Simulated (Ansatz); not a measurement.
Ansatz (a quantum-chemistry and plane-wave program) input (HF/6-31G*):

Ansatz 0.2 input:
```yaml
crystal:
  periodic: [false, false, false]
  atoms:
    - {symbol: Cl, position_ang: [-0.00000000, -0.00000000, -0.07186895]}
    - {symbol: H, position_ang: [0.00000000, 0.00000000, 1.22177222]}
basis:
  gaussian:
    orbitals: 6-31G*
hamiltonian:
  xc: {name: HF}
total_charge: 1
magnetization: {spin_polarized: true, initial_magnetization: 1}
phonons: {temperatures: {t_min: 298.15, t_max: 298.15, t_step: 100}}
```

Problem. Which harmonic wavenumbers does it give?

Solution. 2937 cm⁻¹ (unscaled; negative means imaginary).
